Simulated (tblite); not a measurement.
C4H9N2 (doublet state).
Numbering: `[N:1]=[CH:2][CH2:3][CH2:4][CH2:5][NH2:6]` (hydrogens: H7 on C2; H8, H9 on C3; H10, H11 on C4; H12, H13 on C5; H14, H15 on N6)
Bond orders are those of one Lewis drawing.

Computed with GFN2-xTB (tblite), gas phase: L-BFGS steps from a force-field or distance-geometry start until the largest atomic force falls under 0.01 eV/Å.

Step 28: E = -513.6363 eV
```
atom  x, y, z in Å  |  force x, y, z in eV/Å
N1      2.3086    1.2738    0.2592   -0.108  -0.035   0.010
C2      1.9458    0.1144    0.3338    0.021  -0.081  -0.098
C3      1.0284   -0.6752   -0.5949   -0.015   0.048   0.016
C4     -0.0889    0.1699   -1.1982    0.021  -0.015  -0.022
C5     -1.0778    0.6759   -0.1461    0.050   0.018  -0.069
N6     -1.6268   -0.4301    0.6288    0.126   0.034  -0.049
H7      2.3331   -0.5440    1.1298    0.005   0.065   0.005
H8      0.5906   -1.5057   -0.0372    0.077   0.040  -0.065
H9      1.6677   -1.0551   -1.4002   -0.049  -0.069   0.131
H10    -0.6249   -0.4461   -1.9270   -0.006  -0.033   0.026
H11     0.3357    1.0219   -1.7328   -0.006   0.017   0.089
H12    -0.5523    1.3446    0.5414   -0.042  -0.023   0.027
H13    -1.8458    1.2623   -0.6784   -0.053   0.033   0.091
H14    -2.3258   -0.1035    1.2880    0.071   0.038  -0.061
H15    -2.0718   -1.0950    0.0061   -0.095  -0.035  -0.031
```

Step 29: E = -513.6401 eV
```
atom  x, y, z in Å  |  force x, y, z in eV/Å
N1      2.2954    1.2802    0.2574   -0.074   0.047   0.020
C2      1.9431    0.1189    0.3332    0.012  -0.174  -0.111
C3      1.0294   -0.6764   -0.5940   -0.043   0.040   0.003
C4     -0.0843    0.1690   -1.2016   -0.015   0.001  -0.034
C5     -1.0767    0.6692   -0.1513    0.042   0.045  -0.030
N6     -1.6285   -0.4335    0.6231    0.061  -0.063  -0.024
H7      2.3366   -0.5407    1.1249    0.015   0.073   0.018
H8      0.5848   -1.4999   -0.0313    0.089   0.024  -0.065
H9      1.6699   -1.0649   -1.3951   -0.059  -0.055   0.148
H10    -0.6178   -0.4396   -1.9364   -0.005  -0.065  -0.003
H11     0.3414    1.0272   -1.7245    0.005   0.015   0.062
H12    -0.5449    1.3291    0.5376   -0.044   0.035   0.064
H13    -1.8470    1.2607   -0.6742   -0.024   0.041   0.054
H14    -2.3104   -0.1005    1.2990    0.101   0.012  -0.108
H15    -2.0951   -1.0910    0.0055   -0.060   0.023   0.007
```

Step 30: E = -513.6438 eV
```
atom  x, y, z in Å  |  force x, y, z in eV/Å
N1      2.2733    1.2867    0.2533   -0.032   0.116   0.025
C2      1.9358    0.1217    0.3300    0.001  -0.199  -0.090
C3      1.0274   -0.6788   -0.5944   -0.058   0.012  -0.013
C4     -0.0807    0.1686   -1.2071   -0.050   0.019  -0.031
C5     -1.0716    0.6646   -0.1556    0.009   0.056   0.031
N6     -1.6249   -0.4359    0.6196    0.093  -0.142  -0.044
H7      2.3325   -0.5325    1.1233    0.035   0.058   0.030
H8      0.5777   -1.4951   -0.0279    0.068  -0.012  -0.037
H9      1.6694   -1.0798   -1.3870   -0.048  -0.038   0.114
H10    -0.6139   -0.4315   -1.9473    0.000  -0.083  -0.031
H11     0.3488    1.0328   -1.7149    0.018   0.016   0.011
H12    -0.5312    1.3137    0.5352   -0.042   0.086   0.089
H13    -1.8460    1.2636   -0.6629    0.008   0.044   0.005
H14    -2.2978   -0.0983    1.2988    0.045   0.040  -0.035
H15    -2.1030   -1.0918    0.0094   -0.047   0.026  -0.024
```

Step 31: E = -513.6456 eV
```
atom  x, y, z in Å  |  force x, y, z in eV/Å
N1      2.2655    1.2910    0.2557   -0.017   0.110   0.020
C2      1.9402    0.1217    0.3258    0.000  -0.118  -0.017
C3      1.0292   -0.6764   -0.5922   -0.057  -0.020  -0.027
C4     -0.0770    0.1682   -1.2099   -0.073   0.045  -0.029
C5     -1.0736    0.6593   -0.1625   -0.016   0.054   0.069
N6     -1.6257   -0.4428    0.6095   -0.245  -0.231   0.024
H7      2.3449   -0.5306    1.1170    0.044   0.048   0.014
H8      0.5794   -1.4885   -0.0238    0.018  -0.060   0.013
H9      1.6707   -1.0873   -1.3775   -0.020  -0.041   0.041
H10    -0.6047   -0.4321   -1.9532    0.007  -0.070  -0.049
H11     0.3522    1.0383   -1.7057    0.030   0.015  -0.043
H12    -0.5351    1.3025    0.5346   -0.029   0.113   0.086
H13    -1.8511    1.2612   -0.6632    0.052   0.030  -0.016
H14    -2.2760   -0.0926    1.3145    0.198  -0.091  -0.222
H15    -2.1431   -1.0839    0.0032    0.107   0.217   0.136
```

**Question.** Estimate the geometry and energy of step 32. (The exact step hangs on the optimiser's Hessian estimate; all steps are aligned on step 31, rigid shifts and turns removed.)

**Answer.** E = -513.6486 eV, largest force 0.127 eV/Å
```
atom  x, y, z in Å  |  force x, y, z in eV/Å
N1      2.2555    1.2914    0.2535   -0.013   0.076   0.013
C2      1.9351    0.1200    0.3231   -0.004  -0.036   0.012
C3      1.0254   -0.6780   -0.5941   -0.038  -0.034  -0.016
C4     -0.0787    0.1690   -1.2124   -0.053   0.034  -0.004
C5     -1.0697    0.6616   -0.1606   -0.020   0.020   0.075
N6     -1.6204   -0.4433    0.6113   -0.051  -0.116   0.007
H7      2.3376   -0.5248    1.1207    0.050   0.023   0.008
H8      0.5778   -1.4905   -0.0260   -0.015  -0.067   0.036
H9      1.6677   -1.0934   -1.3743    0.000  -0.037  -0.012
H10    -0.6080   -0.4310   -1.9558    0.009  -0.043  -0.034
H11     0.3546    1.0387   -1.7049    0.022   0.012  -0.062
H12    -0.5288    1.3034    0.5372   -0.031   0.089   0.065
H13    -1.8477    1.2669   -0.6561    0.042   0.018  -0.020
H14    -2.2781   -0.0940    1.3024    0.085  -0.023  -0.054
H15    -2.1264   -1.0879    0.0084    0.017   0.083  -0.015
```

The energy changes by -0.0030 eV. The first-order estimate −F·Δx gives -0.0050 eV and the mean of the old and new forces, exact on a quadratic surface, -0.0030 eV. The step makes an angle of 76° with the force vector and moves no atom by more than 0.018 Å.

The cost below is that of the whole relaxation. Hardware: one thread, Arm Neoverse V2 (aarch64), shared host with 96 logical CPUs at a one-minute load of 58. Cost: 0.42 s of wall time.
